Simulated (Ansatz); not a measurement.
System: 1T (CdI2-type) PtSe₂. Method: rVV10 (Ansatz, a program for electronic structure, plane waves, PAW).

Settings: plane-wave cutoff 520 eV, 12×12×8 k mesh (along the axes of the cell as run), Fermi–Dirac smearing 0.01 eV, scalar-relativistic PAW data made under PBE.

A third-order Birch–Murnaghan fit to the energies gives V0 = 21.798 Å³/atom, B0 = 39.2 GPa, B′ = 11.7.

```tsv
V (Å³/atom)	P (GPa)
20.931	?
21.367	?
21.803	-0.002
22.239	?
22.675	?
```

Question: Estimate the withheld pressures from this fit; the answers are the runs' own values.

Answer: 
- 20.931, P (GPa): 2.036
- 21.367, P (GPa): 0.878
- 22.239, P (GPa): -0.684
- 22.675, P (GPa): -1.234

The formula P = (3/2) B0 (x^(7/3) − x^(5/3)) [1 + (3/4)(B′ − 4)(x^(2/3) − 1)] with x = V0/V meets the computed pressures within 0.04 GPa when these rounded values are put in.

Shape and atoms are relaxed at each volume.

Note: the bulk modulus comes from volumes at which shape and atoms were relaxed.

Spin–orbit coupling is not included; it can open a gap where bands touch, and shift volumes and moduli.

Static lattice: no zero-point or thermal effects.
